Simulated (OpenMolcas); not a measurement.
# PH (SMILES [PH]), step by step

Aim: a single-point energy (UHF/pcseg-0), then a single-point energy (CASSCF(4,4)/pcseg-0), then a single-point energy (CASPT2(4,4)/pcseg-0), then the energy (SC-NEVPT2(4,4)/pcseg-0), then a single-point energy (MRCI(4,4)/pcseg-0) of PH. 

The results are computed with OpenMolcas 26.06.

## 1. The structure to begin with

PH has 2 atoms, charge 0, and is taken as a triplet. As SMILES, `[PH]`. The P1–H2 distance was set to 1.785 Å, away from the relaxed value.

Bond lengths: P1–H2 1.785 Å.

## 2. A single-point energy at UHF/pcseg-0 (run 1)

geom.xyz reads:

```xyz
2

P      0.000000     0.000000    -0.371720
H      0.000000     0.000000     1.413680
```

step1.inp reads:

```
&GATEWAY
  BASLIB=$CurrDir
  COORD=geom.xyz
  BASIS=pcseg-0
  GROUP=NoSym

&SEWARD

&SCF
  UHF
  SPIN=3
  SCRAMBLE=0.25
  PRORBITALS=1 1
```

The basis set pcseg-0 is read from a file made from the Basis Set Exchange's data (not shown).

Launch:

```sh
$ export MOLCAS_MEM=1860
$ pymolcas step1.inp > step1.log
```

Standard output:

```text
--- Start Module: gateway ---
[...]
--- Stop Module: gateway /rc=_RC_ALL_IS_WELL_ ---
--- Start Module: seward ---
[...]
      Basis functions           15
--- Stop Module: seward /rc=_RC_ALL_IS_WELL_ ---
--- Start Module: scf ---
[...]
       Convergence after  16 Iterations
[...]
::    Total SCF energy                               -340.8226730669
[...]
      Total spin, S                                     1.0397863849
[...]
      Total electronic charge=   16.000000
      Total            charge=   -0.000000
[...]
      Dipole Moment (debye):
      Origin of the operator (angstrom)=    0.0000    0.0000   -0.3155
                   X= -4.5244E-07               Y= -8.5430E-06               Z=  2.3357E-01           Total=  2.3357E-01
      Quadrupole Moment (debye*angstrom):
[...]
--- Stop Module: scf /rc=_RC_ALL_IS_WELL_ ---
[...]
```

It took 1.5 s on 1 thread of Arm Neoverse V2, shared host; peak memory 0.37 GiB.

## 3. A single-point energy at CASSCF(4,4)/pcseg-0 (run 2)

geom.xyz is that of step 2.

step2.inp reads:

```
* HP CASSCF
&GATEWAY
BasLib=$CurrDir
Coord=geom.xyz
Basis=pcseg-0
Group=NoSym
&SEWARD
&RASSCF
FileOrb=$CurrDir/step1.UnaOrb
Spin=3
Nactel=4 0 0
Inactive=6
Ras2=4
OrbListing=Nothing
```

The basis set pcseg-0 is read from a file made from the Basis Set Exchange's data (not shown).

Launch:

```sh
$ export MOLCAS_MEM=1860
$ pymolcas step2.inp > step2.log
```

Standard output:

```text
--- Start Module: gateway ---
[...]
--- Stop Module: gateway /rc=_RC_ALL_IS_WELL_ ---
--- Start Module: seward ---
[...]
      Basis functions           15
--- Stop Module: seward /rc=_RC_ALL_IS_WELL_ ---
--- Start Module: rasscf ---
[...]
      Number of active orbitals                  4
[...]
      Spin quantum number                      1.0
[...]
      Active orbitals                            4
[...]
      Number of CSFs                            15
[...]
      Number of root(s) required                 1
[...]
      Convergence after 10 iterations
[...]
      printout of CI-coefficients larger than  0.05 for root  1
      energy=    -340.848271
      conf/sym  1111     Coeff  Weight
             1  2uu0  -0.97444 0.94954
             6  uduu   0.07682 0.00590
            10  uuud  -0.06272 0.00393
            15  0uu2   0.19661 0.03866
      Natural orbitals and occupation numbers for root  1
      sym 1:   1.910886   1.000000   1.000000   0.089114
      ************************************************************************************************************************
      *                                                    Final results                                                     *
[...]
::    RASSCF root number  1 Total energy:   -340.84827052
[...]
      Total electronic charge=   16.000000
      Total            charge=   -0.000000
[...]
      Dipole Moment (debye):
      Origin of the operator (angstrom)=    0.0000    0.0000   -0.3155
                   X=  5.0223E-10               Y=  1.0297E-08               Z=  2.7813E-01           Total=  2.7813E-01
      Quadrupole Moment (debye*angstrom):
[...]
--- Stop Module: rasscf /rc=_RC_ALL_IS_WELL_ ---
[...]
```

Run time: 1.5 s. Hardware: 1 thread of Arm Neoverse V2, shared host; peak memory 0.37 GiB.

## 4. The energy at CASPT2(4,4)/pcseg-0 (run 3)

geom.xyz is that of step 3.

step3.input reads:

```
&GATEWAY
  BASLIB = $CurrDir
  COORD = geom.xyz
  BASIS = pcseg-0
  GROUP = NoSym

&SEWARD

&RASSCF
  FILEORB = $CurrDir/step2.RasOrb
  SPIN = 3
  NACTEL = 4 0 0
  INACTIVE = 6
  RAS2 = 4
  ORBLISTING = Nothing

&CASPT2
  IMAGINARY = 0.1
  FROZEN = 5
```

The basis set pcseg-0 is read from a file made from the Basis Set Exchange's data (not shown).

Launch:

```sh
$ export MOLCAS_MEM=1860
$ pymolcas step3.input > step3.log
```

Standard output:

```text
--- Start Module: gateway ---
[...]
--- Stop Module: gateway /rc=_RC_ALL_IS_WELL_ ---
[...]
      Basis functions           15
[...]
--- Start Module: rasscf ---
[...]
      Number of active orbitals                  4
[...]
      Spin quantum number                      1.0
[...]
      Active orbitals                            4
[...]
      Number of CSFs                            15
[...]
      Number of root(s) required                 1
[...]
      Convergence after  4 iterations
[...]
      printout of CI-coefficients larger than  0.05 for root  1
      energy=    -340.848271
      conf/sym  1111     Coeff  Weight
             1  2uu0  -0.97444 0.94954
             6  uduu   0.07682 0.00590
            10  uuud  -0.06272 0.00393
            15  0uu2   0.19661 0.03866
      Natural orbitals and occupation numbers for root  1
      sym 1:   1.910886   1.000000   1.000000   0.089114
      ************************************************************************************************************************
      *                                                    Final results                                                     *
[...]
::    RASSCF root number  1 Total energy:   -340.84827052
[...]
      Total electronic charge=   16.000000
      Total            charge=   -0.000000
[...]
      Dipole Moment (debye):
      Origin of the operator (angstrom)=    0.0000    0.0000   -0.3155
                   X=  6.5438E-11               Y=  1.1095E-09               Z=  2.7813E-01           Total=  2.7813E-01
      Quadrupole Moment (debye*angstrom):
[...]
--- Stop Module: rasscf /rc=_RC_ALL_IS_WELL_ ---
--- Start Module: caspt2 ---
[...]
 ###    WARNING: User changed nr of frozen orbitals.                         ###
 ###############################################################################
[...]
      E2 (Variational):          -0.0174046474
      Total energy:            -340.8656751650
[...]
      Reference weight:           0.99201
[...]
::    CASPT2 Root  1     Total energy:   -340.86567517
[...]
--- Stop Module: caspt2 /rc=_RC_ALL_IS_WELL_ ---
[...]
```

It took 1.4 s on 1 thread of Arm Neoverse V2, shared host; peak memory 0.37 GiB.

## 5. The energy at SC-NEVPT2(4,4)/pcseg-0 (run 4)

geom.xyz is that of step 4.

step4.input reads:

```
&GATEWAY
 BasLib
 $CurrDir
 Coord
 geom.xyz
 Basis
 pcseg-0
 Group
 NoSym

&SEWARD

&RASSCF
 FileOrb
 $CurrDir/step2.RasOrb
 Spin
 3
 Nactel
 4 0 0
 Inactive
 6
 Ras2
 4
 OrbListing
 Nothing

&CASPT2
 SC-NEVPT2
 Frozen
 5
```

The basis set pcseg-0 is read from a file made from the Basis Set Exchange's data (not shown).

Launch:

```sh
$ export MOLCAS_MEM=1860
$ pymolcas step4.input > step4.log
```

Standard output:

```text
--- Start Module: gateway ---
[...]
--- Stop Module: gateway /rc=_RC_ALL_IS_WELL_ ---
[...]
      Basis functions           15
[...]
--- Start Module: rasscf ---
[...]
      Number of active orbitals                  4
[...]
      Spin quantum number                      1.0
[...]
      Active orbitals                            4
[...]
      Number of CSFs                            15
[...]
      Number of root(s) required                 1
[...]
      Convergence after  4 iterations
[...]
      printout of CI-coefficients larger than  0.05 for root  1
      energy=    -340.848271
      conf/sym  1111     Coeff  Weight
             1  2uu0  -0.97444 0.94954
             6  uduu   0.07682 0.00590
            10  uuud  -0.06272 0.00393
            15  0uu2   0.19661 0.03866
      Natural orbitals and occupation numbers for root  1
      sym 1:   1.910886   1.000000   1.000000   0.089114
      ************************************************************************************************************************
      *                                                    Final results                                                     *
[...]
::    RASSCF root number  1 Total energy:   -340.84827052
[...]
      Total electronic charge=   16.000000
      Total            charge=   -0.000000
[...]
      Dipole Moment (debye):
      Origin of the operator (angstrom)=    0.0000    0.0000   -0.3155
                   X=  6.5438E-11               Y=  1.1095E-09               Z=  2.7813E-01           Total=  2.7813E-01
      Quadrupole Moment (debye*angstrom):
[...]
--- Stop Module: rasscf /rc=_RC_ALL_IS_WELL_ ---
--- Start Module: caspt2 ---
[...]
 ###    WARNING: User changed nr of frozen orbitals.                         ###
 ###############################################################################
[...]
      E2 (Variational):          -0.0164982447
[...]
      E2 (Variational):          -0.0164589992
      Total energy:            -340.8647295168
[...]
      Reference weight:           0.99281
[...]
::    SC-NEVPT2 Root  1     Total energy:   -340.86472952
[...]
--- Stop Module: caspt2 /rc=_RC_ALL_IS_WELL_ ---
[...]
```

It took 1.5 s on 1 thread of Arm Neoverse V2, shared host; peak memory 0.37 GiB.

## 6. A single-point energy at MRCI(4,4)/pcseg-0 (run 5)

geom.xyz is that of step 5.

step5.inp reads:

```
&gateway
 baslib=$CurrDir
 coord=geom.xyz
 basis=pcseg-0
 group=NoSym

&seward

&rasscf
 fileorb=$CurrDir/step2.RasOrb
 spin=3
 nactel=4 0 0
 inactive=6
 ras2=4
 orblisting=Nothing

&motra
 lumorb
 frozen=5

&guga
 electrons=6
 spin=3
 inactive=1
 active=4
 ciall=1

&mrci
 sdci
```

The basis set pcseg-0 is read from a file made from the Basis Set Exchange's data (not shown).

Launch:

```sh
$ export MOLCAS_MEM=1860
$ pymolcas step5.inp > step5.log
```

Standard output:

```text
--- Start Module: gateway ---
[...]
--- Stop Module: gateway /rc=_RC_ALL_IS_WELL_ ---
[...]
      Basis functions           15
[...]
      Number of active orbitals                  4
[...]
      Spin quantum number                      1.0
[...]
      Active orbitals                            4
[...]
      Number of CSFs                            15
[...]
      Number of root(s) required                 1
[...]
      Convergence after  4 iterations
[...]
      printout of CI-coefficients larger than  0.05 for root  1
      energy=    -340.848271
      conf/sym  1111     Coeff  Weight
             1  2uu0  -0.97444 0.94954
             6  uduu   0.07682 0.00590
            10  uuud  -0.06272 0.00393
            15  0uu2   0.19661 0.03866
      Natural orbitals and occupation numbers for root  1
      sym 1:   1.910886   1.000000   1.000000   0.089114
      ************************************************************************************************************************
      *                                                    Final results                                                     *
[...]
::    RASSCF root number  1 Total energy:   -340.84827052
[...]
      Dipole Moment (debye):
      Origin of the operator (angstrom)=    0.0000    0.0000   -0.3155
                   X=  6.5438E-11               Y=  1.1095E-09               Z=  2.7813E-01           Total=  2.7813E-01
      Quadrupole Moment (debye*angstrom):
[...]
      *** WARNING: Default frozen orbitals is overwritten by user input.
      *** Default values:   5
[...]
--- Start Module: guga ---
[...]
--- Stop Module: guga /rc=_RC_ALL_IS_WELL_ ---
--- Start Module: mrci ---
[...]
       (But an ACPF correction will be computed)
       USE THE DEFAULT ACPF G-VALUE GFAC=  0.33333333333333331
[...]
                      CI ENERGY:  -340.87056659
[...]
                ACPF CORRECTION:    -0.00020523
[...]
      Total electronic charge=   16.000000
      Total            charge=   -0.000000
[...]
     ACPF CORRECTION:     -0.00020523
[...]
  CI State   1     Total energy:   -340.87056659     QDav:     -0.00030927     QACPF:     -0.00020523
[...]
--- Stop Module: mrci /rc=_RC_ALL_IS_WELL_ ---
[...]
```

Wall time 1.6 s (1 thread of Arm Neoverse V2, shared host); peak memory 0.37 GiB.

## 7. Results

| quantity | value |
| --- | --- |
| run 1, UHF/pcseg-0: total energy | -340.82267 Eh |
| run 1, UHF/pcseg-0: dipole moment | 0.23 D |
| run 1, UHF/pcseg-0: HOMO energy (highest over α and β) | -10.76 eV |
| run 1, UHF/pcseg-0: LUMO energy (lowest over α and β) | 1.51 eV |
| run 1, UHF/pcseg-0: ⟨S²⟩ | 2.121 |
| run 2, CASSCF(4,4)/pcseg-0: total energy | -340.84827 Eh |
| run 2, CASSCF(4,4)/pcseg-0: dipole moment (CASSCF density) | 0.28 D |
| run 3, CASPT2(4,4)/pcseg-0: total energy | -340.86568 Eh |
| run 3, CASPT2(4,4)/pcseg-0: dipole moment (CASSCF density) | 0.28 D |
| run 4, SC-NEVPT2(4,4)/pcseg-0: total energy | -340.86473 Eh |
| run 4, SC-NEVPT2(4,4)/pcseg-0: dipole moment (CASSCF density) | 0.28 D |
| run 5, MRCI(4,4)/pcseg-0: total energy | -340.87057 Eh |
| run 5, MRCI(4,4)/pcseg-0: dipole moment (CASSCF density) | 0.28 D |

What this shows: ⟨S²⟩ (run 1, UHF/pcseg-0) is 2.12 where a pure triplet has 2.00: the reference is spin-contaminated.
